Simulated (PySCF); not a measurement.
This PySCF input asks for the NMR shieldings of `InChI=1S/H7NPSi/c1-3-2/h1,3H2,2H3/q+1`; the geometry comes from PBE0-D3(BJ)/def2-SVP.

```python
import basis_set_exchange as bse
import numpy as np
from pyscf import gto, dft
from pyscf.prop import nmr

atoms = """
N    -1.719247   -0.687850   -0.027769
Si   -0.713725    0.643231   -0.245114
P     1.543841   -0.006670    0.185851
H    -1.994603   -1.309813   -0.781116
H    -2.174354   -0.909512    0.851960
H    -0.558176    1.070110   -1.653788
H    -0.841582    1.692461    0.791154
H     2.058502   -0.949845   -0.732449
H     1.730413   -0.624725    1.443029
H     2.497391    1.038235    0.172244
"""
names = dict.fromkeys(["N", "Si", "P", "H"], "pcSseg-2")
basis = {el: gto.basis.parse(bse.get_basis(n, elements=[el], fmt="nwchem")) for el, n in names.items()}
mol = gto.M(atom=atoms, basis=basis, charge=1, verbose=0)
mf = dft.RKS(mol, xc="B3LYP")
mf.grids.level = 2
mf.grids.alignment = dft.numint.BLKSIZE   # the property module wants whole blocks of grid points
mf.conv_tol = 1e-9
mf.kernel()

calc = nmr.RKS(mf)   # GIAO
C = mf.mo_coeff
Co = C[:, mf.mo_occ > 0]
resp = mf.gen_response(singlet=True, hermi=2)
def vind(x):   # induced exchange potential for any number of trial vectors
    d = np.einsum("pi,xij,qj->xpq", C, 2 * x.reshape(-1, C.shape[1], Co.shape[1]), Co, optimize=True)
    return np.einsum("xpq,pi,qj->xij", resp(d - d.transpose(0, 2, 1)), C, Co, optimize=True).ravel()
mo1, _ = nmr.rhf.solve_mo1(calc, with_cphf=vind)
sigma = calc.kernel(mo1)
for i, s in enumerate(sigma):   # ppm
    print("%2d %-2s %9.2f" % (i, mol.atom_pure_symbol(i), np.trace(s) / 3))
```

**Question.** Give the expected output.

**Answer.** 
```
 0 N     241.93
 1 Si    366.16
 2 P     446.21
 3 H      29.31
 4 H      29.32
 5 H      25.63
 6 H      25.63
 7 H      26.55
 8 H      26.60
 9 H      26.54
```

These numbers come from an equivalent density-fitted implementation of the same equations, which agrees with the script to about 0.01 ppm for H and up to a few tenths of a ppm for heavy atoms, so last digits may differ.

**Question.** Turn these shieldings into chemical shifts. δ = σ(ref) − σ, references computed at the same level: ¹⁵N (258.52 ppm) vs NH3; ²⁹Si (324.61 ppm) and ¹H (31.39 ppm) vs TMS; ³¹P (283.32 ppm) against H3PO4.

**Answer.** Averaging equivalent atoms: N 0: 16.6; Si 1: -41.5; P 2: -162.9; H 5/6: 5.76; H 7/8/9: 4.83; H 3/4: 2.07 ppm. Experimental scales use liquid or dissolved standards, which lie at an offset from isolated NH3 (liquid NH3: subtract about 20 ppm) and H3PO4.

Size and cost of the density-fitted run: 220 basis functions, 22 s wall time on 1 thread of an Intel Xeon Platinum 8259CL, shared host; peak memory 0.83 GiB.
